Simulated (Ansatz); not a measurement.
Compare A (`C=C(C)CF`) with its isomer B (`C=CC(C)F`).

Gas-phase electronic energies from Ansatz, PBE0-D4/def2-TZVP geometries. CBS: MP2 limit from def2 TZ/QZ plus the TZ coupled-cluster correction, frozen cores. Functionals use def2-TZVPP. B3LYP here is the variant with VWN-RPA as its local correlation; programs differ in this. Each species was taken in one conformer, which may not be the lowest.

Which isomer does CCSD(T)/CBS put lower? Give the gap. (Estimate.)

Computed: B, by 4.4 kJ/mol.

Give E(B) − E(A) in kJ/mol with B3LYP, BLYP-D4, B3LYP-D4, HF/def2-TZVPP, r2SCAN-D4, CCSD(T)/def2-SVP, ωB97M-V. (Estimate.)

The calculation gave: B3LYP -3.0, BLYP-D4 -2.3, B3LYP-D4 -2.4, HF/def2-TZVPP -5.0, r2SCAN-D4 -2.8, CCSD(T)/def2-SVP -5.1, ωB97M-V -4.1. None reverses the order clearly.

Does the order hold for the free energy at 298.15 K (harmonic terms from PBE0-D4)? (Estimate.)

The calculation gave: Yes: G(B) − G(A) = -3.8 kJ/mol, for one conformer each.

Largest T1 diagnostic: 0.011.

Leaving LDA and LC-ωPBE aside and taking each functional with its dispersion term where it has one, the values, not all of them listed here, spread over 3.6 kJ/mol, from ωB97M-V to revPBE-D4.
